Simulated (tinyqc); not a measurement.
Worked calculation (part 2 of 2): UHF in the sto-3g basis, for LiH, spin multiplicity 3. Computed by tinyqc, a small Python program that keeps every step (integrals from PySCF). Command: `OMP_NUM_THREADS=1 python tinyqc.py 31017 31018 out.jsonl` (the two numbers bound the seeds that draw the settings). One thread of a shared host (Intel(R) Xeon(R) Processor @ 2.60GHz), about 0.1 s of CPU time with the checks.

Geometry (angstrom):
```
atom         x         y         z
Li    0.000000  0.000000  0.000000
H     0.000000  0.000000  2.070000
```

## Iteration 3: diagonalisation and new density

F(alpha) (hartree), lower triangle:
```
            1Li 1s     1Li 2s   1Li 2px   1Li 2py    1Li 2pz      2H 1s
1Li 1s   -2.356699
1Li 2s   -0.632005  -0.356885
1Li 2px   0.000000   0.000000  0.135327
1Li 2py   0.000000   0.000000  0.000000  0.135327
1Li 2pz  -0.008407  -0.014045  0.000000  0.000000  -0.026298
2H 1s    -0.067726  -0.229264  0.000000  0.000000  -0.309897  -0.526753
```

F(beta) (hartree), lower triangle:
```
            1Li 1s     1Li 2s   1Li 2px   1Li 2py    1Li 2pz     2H 1s
1Li 1s   -2.320984
1Li 2s   -0.641657  -0.080116
1Li 2px   0.000000   0.000000  0.196297
1Li 2py   0.000000   0.000000  0.000000  0.196297
1Li 2pz  -0.008339  -0.047617  0.000000  0.000000   0.183556
2H 1s    -0.067794  -0.061756  0.000000  0.000000  -0.047908  0.187263
```

X, lower triangle:
```
            1Li 1s     1Li 2s   1Li 2px   1Li 2py    1Li 2pz     2H 1s
1Li 1s    1.023448
1Li 2s   -0.129987   1.061634
1Li 2px   0.000000   0.000000  1.000000
1Li 2py   0.000000   0.000000  0.000000  1.000000
1Li 2pz  -0.006674   0.053958  0.000000  0.000000   1.074935
2H 1s     0.018186  -0.172406  0.000000  0.000000  -0.240435  1.112343
```

Diagonalise F' = X^T F X, C = X C', fill 3 alpha and 1 beta electrons from the bottom; D(s) = C_occ C_occ^T. Each column has its largest component positive (the first on a tie).

F' = X^T F X (alpha) (hartree), lower triangle:
```
           1          2         3         4          5          6
1  -2.307835
2  -0.331324  -0.198191
3   0.000000   0.000000  0.135327
4   0.000000   0.000000  0.000000  0.135327
5  -0.018910   0.068082  0.000000  0.000000   0.102882
6   0.012466  -0.149663  0.000000  0.000000  -0.258382  -0.410835
```

orbital energies (alpha) (hartree): MO1 -2.358741, MO2 -0.550571, MO3 -0.154311, MO4 0.135327, MO5 0.135327, MO6 0.249644

coefficients C (alpha):
```
               MO1        MO2        MO3        MO4       MO5        MO6
1Li 1s    0.991895  -0.071424  -0.256079   0.000000  0.000000  -0.100916
1Li 2s    0.031936   0.159625   0.976636   0.000000  0.000000   0.443035
1Li 2px   0.000000   0.000000   0.000000  -0.656791  0.754073   0.000000
1Li 2py   0.000000   0.000000   0.000000   0.754073  0.656791   0.000000
1Li 2pz   0.004494   0.149575  -0.335005   0.000000  0.000000   1.040014
2H 1s    -0.002636   0.877590  -0.219942   0.000000  0.000000  -0.711776
```

F' = X^T F X (beta) (hartree), lower triangle:
```
           1          2         3         4          5         6
1  -2.263852
2  -0.379197   0.068804
3   0.000000   0.000000  0.196297
4   0.000000   0.000000  0.000000  0.196297
5  -0.010528  -0.008816  0.000000  0.000000   0.243791
6   0.006822  -0.102192  0.000000  0.000000  -0.154117  0.285882
```

orbital energies (beta) (hartree): MO1 -2.324039, MO2 0.039844, MO3 0.180661, MO4 0.196297, MO5 0.196297, MO6 0.438160

coefficients C (beta):
```
               MO1        MO2        MO3        MO4       MO5        MO6
1Li 1s    0.990456  -0.195341  -0.195005   0.000000  0.000000   0.086776
1Li 2s    0.037570   0.660469   0.750423   0.000000  0.000000  -0.419326
1Li 2px   0.000000   0.000000   0.000000  -0.208662  0.977988   0.000000
1Li 2py   0.000000   0.000000   0.000000   0.977988  0.208662   0.000000
1Li 2pz   0.006119   0.387601  -0.600666   0.000000  0.000000  -0.839749
2H 1s    -0.005943   0.404395  -0.296514   0.000000  0.000000   1.036184
```

D(alpha) after iteration 3, lower triangle:
```
            1Li 1s     1Li 2s   1Li 2px   1Li 2py   1Li 2pz     2H 1s
1Li 1s    1.054534
1Li 2s   -0.229820   0.980319
1Li 2px   0.000000   0.000000  0.000000
1Li 2py   0.000000   0.000000  0.000000  0.000000
1Li 2pz   0.079562  -0.303159  0.000000  0.000000  0.134622
2H 1s    -0.008973  -0.074802  0.000000  0.000000  0.204936  0.818545
```

D(beta) after iteration 3, lower triangle:
```
            1Li 1s     1Li 2s   1Li 2px   1Li 2py    1Li 2pz     2H 1s
1Li 1s    0.981003
1Li 2s    0.037211   0.001411
1Li 2px   0.000000   0.000000  0.000000
1Li 2py   0.000000   0.000000  0.000000  0.000000
1Li 2pz   0.006060   0.000230  0.000000  0.000000   0.000037
2H 1s    -0.005886  -0.000223  0.000000  0.000000  -0.000036  0.000035
```

Within a degenerate level the vectors are fixed only up to a rotation; this is one choice.

## Iteration 13 (converged): orbitals

converged F(alpha) (hartree), lower triangle:
```
            1Li 1s     1Li 2s   1Li 2px   1Li 2py    1Li 2pz      2H 1s
1Li 1s   -2.354794
1Li 2s   -0.632798  -0.352021
1Li 2px   0.000000   0.000000  0.135842
1Li 2py   0.000000   0.000000  0.000000  0.135842
1Li 2pz  -0.010067  -0.005127  0.000000  0.000000  -0.028006
2H 1s    -0.067554  -0.229117  0.000000  0.000000  -0.307014  -0.533174
```

converged F(beta) (hartree), lower triangle:
```
            1Li 1s     1Li 2s   1Li 2px   1Li 2py    1Li 2pz     2H 1s
1Li 1s   -2.324289
1Li 2s   -0.638843  -0.079071
1Li 2px   0.000000   0.000000  0.195278
1Li 2py   0.000000   0.000000  0.000000  0.195278
1Li 2pz  -0.009460  -0.051441  0.000000  0.000000   0.184303
2H 1s    -0.067284  -0.061794  0.000000  0.000000  -0.048102  0.191049
```

As before.

F' = X^T F X (alpha) (hartree), lower triangle:
```
           1          2         3         4          5          6
1  -2.305506
2  -0.333340  -0.191709
3   0.000000   0.000000  0.135842
4   0.000000   0.000000  0.000000  0.135842
5  -0.022013   0.077839  0.000000  0.000000   0.100117
6   0.013458  -0.151306  0.000000  0.000000  -0.254447  -0.419566
```

orbital energies (alpha) (hartree): MO1 -2.356927, MO2 -0.554270, MO3 -0.155628, MO4 0.135842, MO5 0.135842, MO6 0.250162

coefficients C (alpha):
```
               MO1        MO2        MO3        MO4       MO5        MO6
1Li 1s    0.991734  -0.069115  -0.254124   0.000000  0.000000  -0.108751
1Li 2s    0.032581   0.149719   0.966162   0.000000  0.000000   0.468671
1Li 2px   0.000000   0.000000   0.000000  -0.191444  0.981504   0.000000
1Li 2py   0.000000   0.000000   0.000000   0.981504  0.191444   0.000000
1Li 2pz   0.005226   0.140110  -0.359858   0.000000  0.000000   1.033003
2H 1s    -0.003132   0.886350  -0.197918   0.000000  0.000000  -0.707369
```

F' = X^T F X (beta) (hartree), lower triangle:
```
           1          2         3         4          5         6
1  -2.268016
2  -0.375912   0.068882
3   0.000000   0.000000  0.195278
4   0.000000   0.000000  0.000000  0.195278
5  -0.011205  -0.012751  0.000000  0.000000   0.244550
6   0.007100  -0.102160  0.000000  0.000000  -0.154846  0.290454
```

orbital energies (beta) (hartree): MO1 -2.327098, MO2 0.038190, MO3 0.184100, MO4 0.195278, MO5 0.195278, MO6 0.440678

coefficients C (beta):
```
               MO1        MO2        MO3        MO4       MO5        MO6
1Li 1s    0.990891  -0.196057  -0.193080   0.000000  0.000000   0.084471
1Li 2s    0.035978   0.667628   0.748680   0.000000  0.000000  -0.411165
1Li 2px   0.000000   0.000000   0.000000  -0.363817  0.931470   0.000000
1Li 2py   0.000000   0.000000   0.000000   0.931470  0.363817   0.000000
1Li 2pz   0.006585   0.393266  -0.600351   0.000000  0.000000  -0.837334
2H 1s    -0.005956   0.393085  -0.300544   0.000000  0.000000   1.039371
```

D(alpha) after iteration 13, lower triangle:
```
            1Li 1s     1Li 2s   1Li 2px   1Li 2py   1Li 2pz     2H 1s
1Li 1s    1.052891
1Li 2s   -0.223561   0.956947
1Li 2px   0.000000   0.000000  0.000000
1Li 2py   0.000000   0.000000  0.000000  0.000000
1Li 2pz   0.086948  -0.326534  0.000000  0.000000  0.149156
2H 1s    -0.014070  -0.058620  0.000000  0.000000  0.195393  0.824798
```

D(beta) after iteration 13, lower triangle:
```
            1Li 1s     1Li 2s   1Li 2px   1Li 2py    1Li 2pz     2H 1s
1Li 1s    0.981865
1Li 2s    0.035650   0.001294
1Li 2px   0.000000   0.000000  0.000000
1Li 2py   0.000000   0.000000  0.000000  0.000000
1Li 2pz   0.006525   0.000237  0.000000  0.000000   0.000043
2H 1s    -0.005902  -0.000214  0.000000  0.000000  -0.000039  0.000035
```

Within a degenerate level the vectors are fixed only up to a rotation; this is one choice.

## Convergence

Stop when the energy changes by less than 1e-08 hartree and every element of the error matrix X^T (F D S - S D F) X (for each spin) is below 3e-05.

Course of the cycle:
```
iteration  E (hartree)     change  largest element of the error matrix
1          -8.13971571          -                             6.59e-02
2          -7.76433117   3.75e-01                             1.25e-01
3          -7.77543227  -1.11e-02                             1.94e-02
4          -7.77623647  -8.04e-04                             4.51e-03
5          -7.77636784  -1.31e-04                             2.43e-03
6          -7.77639877  -3.09e-05                             1.32e-03
7          -7.77640723  -8.46e-06                             7.23e-04
8          -7.77640971  -2.48e-06                             3.98e-04
9          -7.77641046  -7.51e-07                             2.20e-04
10         -7.77641069  -2.31e-07                             1.22e-04
11         -7.77641076  -7.12e-08                             6.76e-05
12         -7.77641078  -2.21e-08                             3.76e-05
13         -7.77641079  -6.83e-09                             2.09e-05
```

PySCF UHF in the same basis, after a stability check = -7.77641079 hartree

Converged in 13 iterations.

## Populations, bond orders and dipole

overlap S, lower triangle:
```
           1Li 1s    1Li 2s   1Li 2px   1Li 2py   1Li 2pz     2H 1s
1Li 1s   1.000000
1Li 2s   0.241137  1.000000
1Li 2px  0.000000  0.000000  1.000000
1Li 2py  0.000000  0.000000  0.000000  1.000000
1Li 2pz  0.000000  0.000000  0.000000  0.000000  1.000000
2H 1s    0.023560  0.282972  0.000000  0.000000  0.403964  1.000000
```

Mulliken: Z minus the diagonal of D S on the atom; Loewdin: the same with S^(1/2) D S^(1/2); Mayer order: 2 sum_s sum (D(s) S)_ij (D(s) S)_ji over the two atoms.

Charges (e):
```
atom   Mulliken    Loewdin  Mulliken spin
1Li   -0.113369  -0.159708       1.113009
2H     0.113369   0.159708       0.886991
```

Mayer bond orders:
```
pair     order
2-1   0.200395
```

dipole moment about the origin, x y z (debye): 0.000000  0.000000  3.580938

<S^2> of the determinant (pure state: 2) = 2.000005
